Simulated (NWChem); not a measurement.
# triplet C3H6O2 at 5 levels

Aim: a comparison of 5 runs (UHF/STO-3G, UHF/3-21G, UB3LYP/6-31G*, UMP3/6-31G*) of triplet C3H6O2. 

Program for the calculation: NWChem 7.3.0.

69 further runs of the same task are left out: 69 set aside as unsound or not needed.

## 1. The system as given

C3H6O2 has 11 atoms, charge 0, and is taken as a triplet. As SMILES of the parent species, `CCOC=O`. The coordinates come from a PBE0-D4/def2-TZVP relaxation. This is one conformer, not always the lowest. That shape belongs to the parent species and isn't relaxed for this state.

Bond lengths: C1–C2 1.508 Å, C2–O3 1.438 Å, O3–C4 1.329 Å, C4–O5 1.197 Å, C1–H6 1.092 Å, C1–H7 1.091 Å, C1–H8 1.092 Å, C2–H9 1.091 Å, C2–H10 1.090 Å, C4–H11 1.100 Å. Some angles: C1–C2–O3 111.3°, C2–O3–C4 116.4°, O3–C4–O5 126.3°, C1–C2–H9 111.3°, C1–C2–H10 111.5°, O3–C2–H9 108.7°, O3–C2–H10 104.4°, C2–C1–H6 109.6°, C2–C1–H7 110.8°, C2–C1–H8 110.9°.

## 2. A single-point energy at UHF/STO-3G (run 1)

Contents of geom.nw:

```
start geom
title "C3H6O2 hf"
memory 2200 mb
geometry noautosym nocenter noautoz
  C     -0.299500    -0.524900     1.232400
  C      0.160800     0.664100     0.426200
  O     -0.490700     0.711500    -0.855000
  C      0.057300    -0.014800    -1.824100
  O      1.038300    -0.694200    -1.733000
  H      0.156600    -0.494600     2.224600
  H     -0.004700    -1.457900     0.750600
  H     -1.384300    -0.515300     1.354300
  H      1.240500     0.642300     0.270000
  H     -0.114700     1.603600     0.905800
  H     -0.534200     0.107100    -2.743600
end
basis spherical bse
  * library STO-3G
end
scf
  nopen 2
  uhf
  thresh 1e-08
  maxiter 80
  print medium
end
task scf energy
```

Command:

```sh
nwchem geom.nw > geom.out
```

Log:

```text
[...]
  functions       =    31
[...]
  wavefunction    = UHF
[...]
         Total SCF energy =   -263.251095039422
      One electron energy =   -720.886330378816
      Two electron energy =    276.231464253687
 Nuclear repulsion energy =    181.403771085708
                       Sz =      1.0000
                 Sz(Sz+1) =      2.0000
                      S^2 =      2.0044
[...]
```

It took 6.9 s on 1 thread of AMD EPYC 9R45 (Zen 5), shared host; peak memory 0.097 GiB.

## 3. A single-point energy at UHF/3-21G (run 2)

Contents of m1.nw:

```
start m1
title "C3H6O2 hf"
memory 2200 mb

geometry units angstroms noautosym nocenter noautoz
 C     -0.299500    -0.524900     1.232400
 C      0.160800     0.664100     0.426200
 O     -0.490700     0.711500    -0.855000
 C      0.057300    -0.014800    -1.824100
 O      1.038300    -0.694200    -1.733000
 H      0.156600    -0.494600     2.224600
 H     -0.004700    -1.457900     0.750600
 H     -1.384300    -0.515300     1.354300
 H      1.240500     0.642300     0.270000
 H     -0.114700     1.603600     0.905800
 H     -0.534200     0.107100    -2.743600
end

basis spherical bse
 * library 3-21G
end

scf
 triplet
 uhf
 thresh 1e-08
 maxiter 80
 noprint "final vectors analysis"
end

task scf energy
```

Command:

```sh
nwchem m1.nw > m1.out
```

Log:

```text
[...]
  functions       =    57
[...]
  wavefunction    = UHF
[...]
         Total SCF energy =   -265.178003517224
      One electron energy =   -721.252966605002
      Two electron energy =    274.671192002070
 Nuclear repulsion energy =    181.403771085708
                       Sz =      1.0000
                 Sz(Sz+1) =      2.0000
                      S^2 =      2.0104
[...]
```

Run time: 5.7 s. Hardware: 1 thread of AMD EPYC 9R45 (Zen 5), shared host; peak memory 0.098 GiB.

Runs 3 to 4 aren't shown in full; the table further down has their settings and results.

## 4. A single-point energy at UMP3/6-31G(d) (spherical functions) (run 5)

Contents of a.xyz:

```xyz
11
C3H6O2 energy
C     -0.299500    -0.524900     1.232400
C      0.160800     0.664100     0.426200
O     -0.490700     0.711500    -0.855000
C      0.057300    -0.014800    -1.824100
O      1.038300    -0.694200    -1.733000
H      0.156600    -0.494600     2.224600
H     -0.004700    -1.457900     0.750600
H     -1.384300    -0.515300     1.354300
H      1.240500     0.642300     0.270000
H     -0.114700     1.603600     0.905800
H     -0.534200     0.107100    -2.743600
```

Contents of a.nw:

```
start a
title "C3H6O2 energy"
memory stack 330 mb heap 110 mb global 1760 mb
geometry units angstroms noautosym nocenter noautoz
 load format xyz a.xyz
end
basis spherical bse
 * library 6-31G*
end
scf
 triplet
 uhf
 thresh 1e-08
 maxiter 80
end
tce
 scf
 mbpt3
 freeze core 5
 maxiter 60
end
task tce
```

Command:

```sh
nwchem a.nw > a.out
```

Log:

```text
[...]
  functions       =    82
[...]
  wavefunction    = UHF
[...]
         Total SCF energy =   -266.657662586680
      One electron energy =   -723.426121718132
      Two electron energy =    275.364688045744
 Nuclear repulsion energy =    181.403771085708
                       Sz =      1.0000
                 Sz(Sz+1) =      2.0000
                      S^2 =      2.0152
[...]
         Wavefunction type : Unrestricted Hartree-Fock
          No. of electrons :    40
[...]
         Spin multiplicity : triplet
[...]
```

Wall time 56 s (1 thread of AMD EPYC 9R45 (Zen 5), shared host); peak memory 1.3 GiB.

## 5. Overview of the runs

```tsv
run	level	Cartesian functions	iteration cap	energy (Eh)	⟨S²⟩	wall time
1	UHF/STO-3G	no	80	-263.251095	2.004	6.9 s
2	UHF/3-21G	no	80	-265.178004	2.010	5.7 s
3	UB3LYP/6-31G* (Cartesian functions)	yes	100	-268.179690	2.005	71 s
4	UB3LYP/6-31G* (spherical functions)	no	100	-268.175185	2.005	65 s
5	UMP3/6-31G* (spherical functions)	no	80	-267.366726	2.015	56 s
```

## 6. Outcome

```
                                                         quantity          value
                                              run 5: total energy  -267.36673 Eh
run 5: HOMO energy (Hartree–Fock orbitals) (highest over α and β)       -6.51 eV
 run 5: LUMO energy (Hartree–Fock orbitals) (lowest over α and β)        1.38 eV
               run 5: correlation energy (5 core orbitals frozen)     -709.1 mEh
                         run 5: ⟨S²⟩ of the reference determinant          2.015
```

What this shows: In run 1 the basis is minimal, so the values are rough. All runs together took 3.4 min, the longest 71 s.
